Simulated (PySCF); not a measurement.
Functional dependence of a UV spectrum

Species: HPS.
InChI=1S/HPS/c1-2/h1H

Linear-response calculations in the def2-SVPD basis (PySCF; singlets by full response, triplets Tamm–Dancoff, core orbitals frozen in the response; HF means time-dependent Hartree–Fock). 'Strongest' is the level of largest summed f among the singlets computed (10 roots, of which the last may lack a degenerate partner); it can jump between rows when another state enters that window. S1 is the lowest singlet of each run and needn't be the same state throughout; f(S1) is that of one state. Isolated species at its PBE0-D3(BJ)/def2-SVP geometry, gas phase.

| functional | kind | S1 (eV) | f(S1) | strongest (eV) | T1 (eV) | HOMO (eV) | gap (eV) | ionisation energy, ΔSCF (eV) |
| --- | --- | --- | --- | --- | --- | --- | --- | --- |
| LDA | LDA | 1.42 | 0.000 | 5.46 | 0.88 | -5.80 | 1.12 | 9.29 |
| PBE | GGA | 1.48 | 0.000 | 5.51 | 0.86 | -5.75 | 1.20 | 9.16 |
| B3LYP | global hybrid, 20% exact exchange | 1.55 | 0.000 | 7.00 | 0.93 | -6.68 | 2.80 | 9.27 |
| PBE0 | global hybrid, 25% exact exchange | 1.55 | 0.001 | 7.18 | 0.88 | -6.91 | 3.18 | 9.27 |
| BHandHLYP | global hybrid, 50% exact exchange | 1.64 | 0.001 | 7.42 | 0.98 | -7.93 | 5.19 | 9.19 |
| CAM-B3LYP | range-separated hybrid | 1.55 | 0.001 | 7.23 | 0.93 | -8.17 | 5.60 | 9.30 |
| wB97X-D | range-separated hybrid | 1.53 | 0.001 | 7.35 | 0.95 | -8.75 | 6.74 | 9.37 |
| LC-wPBE | range-separated hybrid | 1.56 | 0.001 | 7.65 | 0.89 | -9.53 | 7.98 | 9.40 |
| HF | Hartree–Fock | 1.81 | 0.001 | 7.95 | 1.01 | -9.57 | 9.21 | not settled |

S1 runs from 1.42 eV (LDA) to 1.81 eV (HF), a spread of 0.40 eV, while the orbital gap spreads over 8.1 eV. −ε(HOMO) comes closest to its own ΔSCF ionisation energy with LC-wPBE (+0.13 eV) and misses most with LDA (-3.48 eV). 'Not settled' means that the ion's SCF failed to converge or may have ended in another state than the lowest.
